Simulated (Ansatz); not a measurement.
Born–Oppenheimer molecular dynamics of C$_{2}$HSi (4 atoms, charge -1, multiplicity 1). It starts from a relaxed structure.

These are results of RHF/def2-SVP (Ansatz 0.2.0), not measurements.

```yaml
ensemble: NVT, Nosé–Hoover chain
time_step: 0.5 fs
steps_asked: 400
set_temperature: 400 K
thermostat: time constant 50 fs, chain length 5
seed: 776508
```

Frames 0.5 fs apart, positions in Å, forces in eV/Å.

Velocities at 15.0 fs (Å/ps):

```
C -2.64 -2.40 0.61
Si 0.81 0.73 0.23
C 2.97 0.64 -1.00
H -26.35 0.71 -1.73
```

```xyz
4
Properties=species:S:1:pos:R:3:forces:R:3 time_fs=15.0 energy_less_start_eV=0.052 T=204
C -0.136 -0.921 0.611 -0.57 0.79 -0.81
Si 1.334 0.242 0.589 0.32 0.42 -0.01
C -0.222 0.179 -0.246 0.38 -1.38 0.76
H -0.951 0.458 -1.005 -0.13 0.17 0.05
4
Properties=species:S:1:pos:R:3:forces:R:3 time_fs=15.5 energy_less_start_eV=0.053 T=204
C -0.137 -0.922 0.611 -0.51 0.86 -0.83
Si 1.335 0.242 0.589 0.29 0.39 -0.01
C -0.220 0.179 -0.246 0.08 -1.35 0.56
H -0.964 0.458 -1.006 0.13 0.09 0.28
4
Properties=species:S:1:pos:R:3:forces:R:3 time_fs=16.0 energy_less_start_eV=0.056 T=192
C -0.139 -0.923 0.611 -0.45 0.91 -0.85
Si 1.335 0.242 0.589 0.28 0.37 -0.01
C -0.218 0.179 -0.246 -0.20 -1.30 0.38
H -0.978 0.459 -1.006 0.38 0.02 0.48
4
Properties=species:S:1:pos:R:3:forces:R:3 time_fs=16.5 energy_less_start_eV=0.061 T=173
C -0.140 -0.923 0.611 -0.40 0.95 -0.85
Si 1.336 0.243 0.589 0.26 0.34 -0.01
C -0.217 0.179 -0.246 -0.46 -1.26 0.22
H -0.990 0.460 -1.005 0.59 -0.03 0.64
4
Properties=species:S:1:pos:R:3:forces:R:3 time_fs=17.0 energy_less_start_eV=0.066 T=155
C -0.142 -0.924 0.611 -0.34 0.97 -0.85
Si 1.336 0.243 0.589 0.25 0.31 -0.01
C -0.215 0.178 -0.247 -0.66 -1.21 0.10
H -1.000 0.461 -1.003 0.76 -0.07 0.75
4
Properties=species:S:1:pos:R:3:forces:R:3 time_fs=17.5 energy_less_start_eV=0.069 T=143
C -0.144 -0.924 0.610 -0.28 0.98 -0.83
Si 1.337 0.244 0.590 0.23 0.28 -0.01
C -0.214 0.177 -0.247 -0.82 -1.17 0.03
H -1.009 0.461 -0.998 0.87 -0.09 0.81
4
Properties=species:S:1:pos:R:3:forces:R:3 time_fs=18.0 energy_less_start_eV=0.069 T=145
C -0.146 -0.925 0.610 -0.23 0.97 -0.80
Si 1.337 0.244 0.590 0.22 0.25 -0.01
C -0.213 0.176 -0.247 -0.92 -1.13 0.00
H -1.016 0.462 -0.992 0.93 -0.09 0.81
4
Properties=species:S:1:pos:R:3:forces:R:3 time_fs=18.5 energy_less_start_eV=0.065 T=160
C -0.147 -0.925 0.609 -0.18 0.94 -0.76
Si 1.338 0.245 0.590 0.20 0.23 -0.01
C -0.212 0.175 -0.247 -0.96 -1.10 0.01
H -1.021 0.462 -0.984 0.94 -0.08 0.76
4
Properties=species:S:1:pos:R:3:forces:R:3 time_fs=19.0 energy_less_start_eV=0.058 T=188
C -0.149 -0.924 0.608 -0.13 0.90 -0.71
Si 1.338 0.245 0.590 0.19 0.20 -0.01
C -0.211 0.173 -0.247 -0.94 -1.06 0.07
H -1.023 0.462 -0.974 0.88 -0.04 0.65
4
Properties=species:S:1:pos:R:3:forces:R:3 time_fs=19.5 energy_less_start_eV=0.049 T=225
C -0.151 -0.924 0.607 -0.08 0.84 -0.65
Si 1.339 0.246 0.590 0.17 0.18 -0.01
C -0.211 0.172 -0.247 -0.86 -1.03 0.16
H -1.024 0.462 -0.962 0.76 0.01 0.50
4
Properties=species:S:1:pos:R:3:forces:R:3 time_fs=20.0 energy_less_start_eV=0.039 T=262
C -0.153 -0.923 0.606 -0.03 0.76 -0.58
Si 1.339 0.247 0.590 0.16 0.16 -0.02
C -0.210 0.170 -0.248 -0.72 -1.00 0.28
H -1.022 0.461 -0.949 0.59 0.08 0.31
4
Properties=species:S:1:pos:R:3:forces:R:3 time_fs=20.5 energy_less_start_eV=0.032 T=292
C -0.155 -0.923 0.604 0.01 0.67 -0.50
Si 1.340 0.247 0.590 0.14 0.13 -0.02
C -0.210 0.167 -0.248 -0.53 -0.98 0.43
H -1.019 0.462 -0.935 0.38 0.17 0.09
```

Of the whole run (200 fs, mean temperature of the second half 523 K): The conserved energy stayed within 0.46 meV per atom of its start (net change 0.11 meV per atom), so the integration is sound. The mean temperature of the second half is 31 % above the set value. A run of 0.2 ps of so small a system gives no equilibrium averages. Limits of this set-up: an anion without diffuse functions, the dipole of an ion depends on the origin.

The run took 110 s on 1 CPU thread of a shared host.
